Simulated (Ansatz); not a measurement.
Input and output for `B=S`.

```yaml
crystal:
  periodic: [false, false, false]
  atoms:
    - {symbol: B, position_ang: [-0.001588, -0.043134, 0.095526]}
    - {symbol: S, position_ang: [0.393288, 0.051007, -1.432261]}
    - {symbol: H, position_ang: [-0.376235, -0.096477, 1.268860]}
basis:
  gaussian: {orbitals: aug-pcseg-2}
hamiltonian: {xc: {name: CAM-B3LYP}}
```

```sh
$ ansatz run in.yaml --threads 2 --pin off --events-out ev --progress --plain --max-ram 22528MiB --backend cpu
```

It prints (some lines left out):

```
Functional definition: CAM-B3LYP
  name "CAM-B3LYP"
  cite "Yanai, Tew & Handy, Chem. Phys. Lett. 393, 51 (2004) doi:10.1016/j.cplett.2004.06.011"
  cite "Iikura, Tsuneda, Yanai & Hirao, J. Chem. Phys. 115, 3540 (2001) doi:10.1063/1.1383587"
  cite "Becke, Phys. Rev. A 38, 3098 (1988) doi:10.1103/PhysRevA.38.3098"
  cite "Lee, Yang & Parr, Phys. Rev. B 37, 785 (1988) doi:10.1103/PhysRevB.37.785"
  cite "Vosko, Wilk & Nusair, Can. J. Phys. 58, 1200 (1980) doi:10.1139/p80-159"
  parameter alpha = 0.19
  parameter beta = 0.46
  parameter omega = 0.33/bohr
  parameter ac = 0.81
  # Exact exchange under (alpha + beta erf(omega r))/r, Becke's under what is left of 1/r.
  exchange = (1 - alpha - beta)*b88_x + beta*b88_x_sr(omega) + alpha*exact_x + beta*exact_x_lr(omega)
  correlation = (1 - ac)*vwn5_c + ac*lyp_c
588 factors; their error is unknown
251 factors; integrals over basis functions are off by at most 3.7e-5 eV
mean field evaluation 1: about -11527.8165 eV, gradient 1.7e1 eV
mean field evaluation 2: about -11528.3163 eV, gradient 1.1e1 eV
mean field evaluation 4: about -11528.5662 eV, gradient 7.5e-1 eV
mean field evaluation 8: about -11528.5964 eV, gradient 2.7e-1 eV
mean field evaluation 16: about -11528.5965 eV, gradient 2.7e-5 eV
mean field -11528.59647343 eV, -423.6681060350 hartree, gradient 2.7e-5 eV, S^2 0.000000; 0 other end points of the search recorded, 0 dependent functions left out
reference -11528.59658018 eV, -423.6681099580 hartree; 11, 11 occupied and 108, 108 virtual orbitals, 588 factors
Total energy: -11528.59658018 eV, -423.6681099580 hartree
```

Run time 1.2 s (2 threads of an AMD EPYC 7R13 on a shared host); peak host memory 0.18 GiB.
